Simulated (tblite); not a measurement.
Record of a relaxation.

C4H4ClO (doublet state).
Atom-mapped SMILES: `[O:1]=[C:2]/[CH:3]=[CH:4]/[CH2:5][Cl:6]` (hydrogens: H7 on C3; H8 on C4; H9, H10 on C5)
Bond orders are those of one Lewis drawing.

Computed with GFN2-xTB (tblite), gas phase: L-BFGS steps from a force-field or distance-geometry start until the largest atomic force falls under 0.01 eV/Å. 7 of its 48 geometries are shown.

Step 0: E = -520.1336 eV, largest atomic force 3.694 eV/Å
```
atom  x, y, z in Å  |  force x, y, z in eV/Å
O1      3.358    0.607    0.450   -1.825  -0.448   0.067
C2      2.208    0.330    0.529   -1.283  -0.446   0.557
C3      0.849   -0.029    0.648    3.575   0.895   0.249
C4      0.004    0.053   -0.412   -1.109  -0.292  -0.804
C5     -1.444   -0.321   -0.340    1.049  -0.404  -0.136
Cl6    -2.433    1.120   -0.674   -0.403   0.348  -0.078
H7      0.493   -0.350    1.615    0.227   0.028   0.036
H8      0.384    0.384   -1.367   -0.149  -0.001   0.011
H9     -1.731   -0.717    0.631    0.028   0.117   0.132
H10    -1.679   -1.072   -1.103   -0.110   0.203  -0.033
```

Step 8: E = -520.3895 eV, largest atomic force 0.090 eV/Å
```
atom  x, y, z in Å  |  force x, y, z in eV/Å
O1      3.296    0.590    0.462    0.034   0.011   0.083
C2      2.171    0.318    0.568   -0.021   0.033  -0.063
C3      0.888   -0.002    0.650    0.000  -0.041   0.008
C4      0.010    0.011   -0.442    0.020   0.023   0.026
C5     -1.397   -0.346   -0.341   -0.017   0.041  -0.027
Cl6    -2.465    1.132   -0.671    0.010   0.001   0.060
H7      0.540   -0.339    1.619   -0.025   0.048  -0.064
H8      0.364    0.382   -1.390    0.014  -0.073   0.012
H9     -1.700   -0.699    0.642    0.063  -0.021  -0.014
H10    -1.700   -1.042   -1.121   -0.078  -0.022  -0.021
```

Step 16: E = -520.4053 eV, largest atomic force 0.152 eV/Å
```
atom  x, y, z in Å  |  force x, y, z in eV/Å
O1      3.299    0.603    0.559    0.043   0.023   0.016
C2      2.167    0.340    0.572   -0.047  -0.027  -0.041
C3      0.888    0.000    0.606    0.007   0.073   0.102
C4      0.009   -0.014   -0.485    0.129  -0.075  -0.002
C5     -1.393   -0.357   -0.353   -0.069   0.134   0.018
Cl6    -2.472    1.158   -0.581    0.098  -0.070   0.084
H7      0.530   -0.286    1.589   -0.060   0.003  -0.052
H8      0.391    0.302   -1.439   -0.072  -0.014  -0.105
H9     -1.637   -0.725    0.639   -0.089  -0.031   0.018
H10    -1.773   -1.016   -1.129    0.060  -0.017  -0.039
```

Step 24: E = -520.4200 eV, largest atomic force 0.082 eV/Å
```
atom  x, y, z in Å  |  force x, y, z in eV/Å
O1      3.298    0.625    0.653    0.046   0.013  -0.035
C2      2.170    0.353    0.581   -0.072   0.002  -0.004
C3      0.887    0.031    0.566   -0.009  -0.026   0.042
C4      0.023   -0.059   -0.531    0.016  -0.003   0.006
C5     -1.385   -0.363   -0.355   -0.053   0.021   0.019
Cl6    -2.427    1.183   -0.447    0.046   0.027  -0.004
H7      0.484   -0.220    1.541    0.015   0.041   0.026
H8      0.378    0.202   -1.513    0.020   0.006  -0.020
H9     -1.617   -0.765    0.626   -0.008  -0.073   0.036
H10    -1.802   -0.981   -1.145   -0.002  -0.008  -0.067
```

Step 31: E = -520.4267 eV, largest atomic force 0.128 eV/Å
```
atom  x, y, z in Å  |  force x, y, z in eV/Å
O1      3.287    0.635    0.640   -0.014   0.015  -0.042
C2      2.156    0.371    0.579    0.048  -0.016   0.025
C3      0.877    0.034    0.573    0.018   0.040  -0.011
C4      0.027   -0.094   -0.531   -0.034   0.000   0.011
C5     -1.389   -0.374   -0.358    0.039  -0.115  -0.040
Cl6    -2.362    1.213   -0.388   -0.039  -0.002   0.041
H7      0.469   -0.157    1.558   -0.018  -0.009   0.008
H8      0.378    0.158   -1.518    0.061  -0.022   0.043
H9     -1.624   -0.832    0.600   -0.032   0.070  -0.018
H10    -1.812   -0.949   -1.179   -0.029   0.039  -0.016
```

Step 39: E = -520.4325 eV, largest atomic force 0.081 eV/Å
```
atom  x, y, z in Å  |  force x, y, z in eV/Å
O1      3.280    0.654    0.608   -0.046  -0.005  -0.022
C2      2.151    0.379    0.576    0.013   0.005   0.028
C3      0.870    0.048    0.588    0.006  -0.017  -0.025
C4      0.034   -0.128   -0.523   -0.038   0.023  -0.011
C5     -1.387   -0.389   -0.372    0.036  -0.040  -0.017
Cl6    -2.326    1.224   -0.316   -0.046   0.027   0.005
H7      0.449   -0.107    1.574    0.004  -0.004   0.012
H8      0.413    0.103   -1.506    0.010  -0.043   0.013
H9     -1.647   -0.870    0.569    0.014   0.009  -0.033
H10    -1.828   -0.909   -1.221    0.046   0.045   0.050
```

Step 47: E = -520.4343 eV, largest atomic force 0.008 eV/Å
```
atom  x, y, z in Å  |  force x, y, z in eV/Å
O1      3.273    0.663    0.589    0.004  -0.002  -0.003
C2      2.145    0.382    0.578    0.001   0.002   0.008
C3      0.866    0.048    0.596    0.001   0.007  -0.003
C4      0.037   -0.133   -0.520   -0.004  -0.003   0.002
C5     -1.383   -0.388   -0.376   -0.005   0.001  -0.001
Cl6    -2.329    1.229   -0.284   -0.002   0.002   0.000
H7      0.440   -0.090    1.581    0.002  -0.001  -0.006
H8      0.432    0.062   -1.503   -0.002  -0.002   0.007
H9     -1.649   -0.884    0.554    0.003  -0.002  -0.003
H10    -1.823   -0.884   -1.236    0.001   0.000   0.000
```

**Question.** Summarise the path.

**Answer.** The energy falls by 0.3007 eV from step 0 to step 47; nine tenths of that is first reached at step 16. It falls at every step. The largest force goes from 3.694 to 0.008 eV/Å. Among the bonds C5–Cl6 changes most, from 1.779 to 1.875 Å; the atoms move by 0.243 Å rms after alignment.

**Question.** Follow the three bonds and two angles with the largest change from start to end.

**Answer.** 
```csv
step,E above end (eV),largest force (eV/Å),C5–Cl6 (Å),C2–C3 (Å),C4–C5 (Å),C2–C3–C4 (°),Cl6–C5–H9 (°)
0,0.3007,3.694,1.779,1.411,1.497,121.2,108.4
2,0.0972,2.255,1.819,1.332,1.465,123.7,106.5
4,0.0589,0.257,1.843,1.326,1.461,123.5,105.5
6,0.0490,0.170,1.858,1.325,1.452,123.9,104.8
8,0.0448,0.090,1.854,1.324,1.455,123.8,105.0
10,0.0426,0.098,1.846,1.324,1.458,123.5,105.4
12,0.0392,0.117,1.846,1.325,1.456,123.7,105.5
14,0.0350,0.162,1.858,1.324,1.451,124.6,105.2
16,0.0290,0.152,1.873,1.324,1.450,126.1,104.9
18,0.0236,0.174,1.869,1.323,1.457,126.9,104.9
20,0.0193,0.153,1.855,1.323,1.460,127.1,104.6
22,0.0159,0.091,1.858,1.323,1.454,127.9,103.8
25,0.0135,0.081,1.871,1.323,1.451,128.7,103.3
27,0.0121,0.085,1.868,1.323,1.452,128.4,103.8
29,0.0105,0.094,1.861,1.323,1.454,128.0,104.4
31,0.0076,0.128,1.861,1.322,1.453,127.9,105.1
33,0.0058,0.100,1.871,1.322,1.450,128.1,104.7
35,0.0040,0.117,1.878,1.322,1.448,127.9,103.7
37,0.0028,0.057,1.873,1.323,1.451,127.4,103.5
39,0.0018,0.081,1.867,1.323,1.453,127.0,103.7
41,0.0005,0.063,1.871,1.322,1.451,126.6,103.3
43,0.0002,0.021,1.876,1.322,1.449,126.6,103.1
45,0.0000,0.021,1.876,1.322,1.449,126.5,103.1
47,0.0000,0.008,1.875,1.322,1.450,126.4,103.2
```

What follows is the cost of the whole relaxation. Hardware: AMD EPYC, one thread, no GPU, on a shared host. Cost: 0.28 s.
